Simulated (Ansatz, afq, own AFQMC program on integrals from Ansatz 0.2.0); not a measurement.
AFQMC on a folder of integrals that Ansatz 0.2.0 wrote.

```yaml
crystal:
  periodic: [false, false, false]
  atoms:
    - {symbol: Si, position_ang: [-0.037048, 0.091040, 1.686202]}
    - {symbol: Ge, position_ang: [0.004955, -0.015619, -0.633725]}
    - {symbol: H, position_ang: [0.226195, -1.409075, 1.752188]}
    - {symbol: H, position_ang: [-0.257049, 1.136210, -1.633317]}
    - {symbol: H, position_ang: [0.706045, -1.138294, -1.432508]}
basis:
  gaussian: {orbitals: cc-pVDZ}
magnetization: {spin_polarized: true, initial_magnetization: 1}
correlation: {method: ccsd_t, electrons: outside_noble_gas, hamiltonian_folder: ham}
```

```sh
$ ansatz run in.yaml --threads 1 --pin off --events-out ev --progress --plain --max-ram 1382MiB
```

Options of the walk:

```
--method phaseless --trial cisd --walkers 60 --populations 1 --least-time 40 --time-step 0.005 --steps-per-block 50 --equilibration-blocks 40 --max-blocks 300 --target-error 0.0008 --factor-cut 1e-05 --start spin_pure --seed 3896 --release-times 0.24,0.51,0.99,1.62,2.4 --release-step 0.03 --release-every 4 --taylor-order 6
```

Times are imaginary, in 1/Eh. The walk had a cap of 1706 s. Filled inner d shells are frozen with the cores.

afq prints:

```
orbitals 41  electrons 6 5  factors 331 of 641
reference energy -2365.93436704 Eh
CCSD correlation -0.20580147 Eh in 18 cycles, weight of the determinant in the CISD state 0.8212
energy of the start -2366.129324 Eh
 block  time / (1/Eh)  mean weight  energy / Eh
     1     0.250  0.9989  -2366.130016
     2     0.500  1.0008  -2366.132658
     3     0.750  1.0014  -2366.135218
     4     1.000  0.9997  -2366.136833
     5     1.250  0.9992  -2366.138340
     9     2.250  1.0000  -2366.145886
    21     5.250  1.0002  -2366.147681
    41    10.250  1.0012  -2366.149074
    61    15.250  1.0006  -2366.149739
    71    17.750  1.0008  -2366.142804
    81    20.250  1.0013  -2366.149053
    96    24.000  0.9990  -2366.153584
   101    25.250  1.0003  -2366.149588
   121    30.250  0.9987  -2366.145158
   141    35.250  0.9987  -2366.150667
   161    40.250  1.0008  -2366.146611
   181    45.250  0.9987  -2366.150915
   196    49.000  0.9991  -2366.147707
blocks merged  error / Eh  count
     1  0.000250  160
     2  0.000318  80
     4  0.000364  40
     8  0.000389  20
    16  0.000450  10
released: time / (1/Eh)  energy / Eh  error  mean overlap
  0.24  -2366.148163  0.000407  0.9993
  0.51  -2366.147951  0.000488  1.0150
  0.99  -2366.148100  0.000448  1.0233
  1.62  -2366.148533  0.000550  1.0225
  2.40  -2366.149115  0.000889  0.9955
energy -2366.148917 +/- 0.000389 Eh
(rows thinned)
```

The run passed its tests (sampling time, drift between the halves within three errors, error under three times the target), which doesn't prove that it has relaxed.

Against this walk (error 10.6 meV) on the same determinant: CCSD(T) 57.7 meV higher. The error is statistical and leaves out the bias of the constraint. The determinant has ⟨S²⟩ = 0.96, so the low cluster orders mix in higher spin (the high orders can go on to a lower state of that spin), while the walk starts as a pure doublet. None of these is a sure reference here. Released to 1.62 1/Eh the energy moves by 10 ± 18 meV (both errors), within twice the noise.

Cautions: constraint bias not in the error; no relativity below Rb; no spin-orbit coupling; inner d shell frozen; higher spins were not checked; raised T1 diagnostic (T1 0.048, weight of the determinant 0.82, largest double 0.06); unrestricted determinant spin contaminated (⟨S²⟩ 0.96 against 0.75); the bias of populations of 60 walkers isn't removed.

The walk took 6.8 min on 1 thread of Arm Neoverse V1, with other jobs on the host. The log's last line is the phaseless energy.
